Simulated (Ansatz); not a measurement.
Basis-set extrapolation for C₂H₆Si, SMILES `C=C[SiH3]` (PBE0-D4/def2-TZVP geometry, frozen core, Ansatz). Multiplicity 1, RHF reference.

```csv
,def2-TZVPP,def2-QZVPP
HF,-368.175227,-368.187981
MP2 correlation,-0.456053,-0.485982
CCSD(T) correlation,-0.518935,not run
```

Energies in hartree. Use E(X) = E(∞) + A·exp(−7.88·√X) for Hartree–Fock and E(X) = E(∞) + B·X^(−2.97) for correlation, with X = 3 and 4, and add CCSD(T) minus MP2 of the smaller set to the MP2 limit.

Q: What is the CCSD(T) energy at the basis-set limit?

A: HF limit: -368.187981 + (-0.012754) × 0.13774 = -368.18974. MP2 limit: -0.485982 + (-0.029929) × 0.74074 = -0.50815. Higher-order term: -0.518935 − (-0.456053) = -0.06288. Total: -368.76077 hartree, 41.8 kcal/mol below CCSD(T)/def2-TZVPP.
